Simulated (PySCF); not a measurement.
Process, species as SMILES: N#N (N2) + H+ → N#[NH+]
B3LYP-D3(BJ)/def2-TZVP geometries, fixed; electronic energies without zero-point terms; positive where energy is released.

Basis-set convergence of the proton affinity at PBE with PySCF. All functions are spherical. Density fitting with generated auxiliary sets. No added dispersion term, no relativity. Functions are those of the species that has most. Reference: the value in aug-pcseg-3, 124.23 kcal/mol, itself unsure by roughly 0.12 kcal/mol (its mean distance from aug-cc-pVQZ, cc-pV5Z, def2-QZVPPD). Deviations are taken from unrounded values. Cost is core time over that of def2-TZVPPD, rough, on shared machines of one kind; a dash marks a row that isn't timed (too short, read off another run, short of memory, by another algorithm or on other hardware).

```
basis            functions  proton affinity (kcal/mol)  minus reference (kcal/mol)  cost
---------------  ---------  --------------------------  --------------------------  ----
def2-SVP                33                      125.98                        1.75     -
pcseg-1                 33                      122.86                       -1.37     -
def2-SVPD               48                      124.12                       -0.12     -
6-311+G**               50                      123.34                       -0.89     -
aug-pcseg-1             55                      121.05                       -3.18     -
def2-TZVP               68                      124.18                       -0.05  0.7×
cc-pVTZ                 74                      125.35                        1.12  0.7×
pcseg-2                 74                      124.37                        0.14  0.6×
def2-TZVPP              76                      124.62                        0.39     -
def2-TZVPD              83                      123.88                       -0.35  0.7×
def2-TZVPPD             91                      124.29                        0.06    1×
jun-cc-pV(T+d)Z         92                      124.03                       -0.21  0.9×
aug-cc-pVTZ            115                      124.06                       -0.17    1×
aug-pcseg-2            115                      124.16                       -0.08    1×
def2-QZVPP             144                      124.71                        0.48    2×
pcseg-3                153                      124.48                        0.25    3×
aug-cc-pVQZ            206                      124.26                        0.03    4×
aug-pcseg-3            219                      124.23                        0.00    5×
```
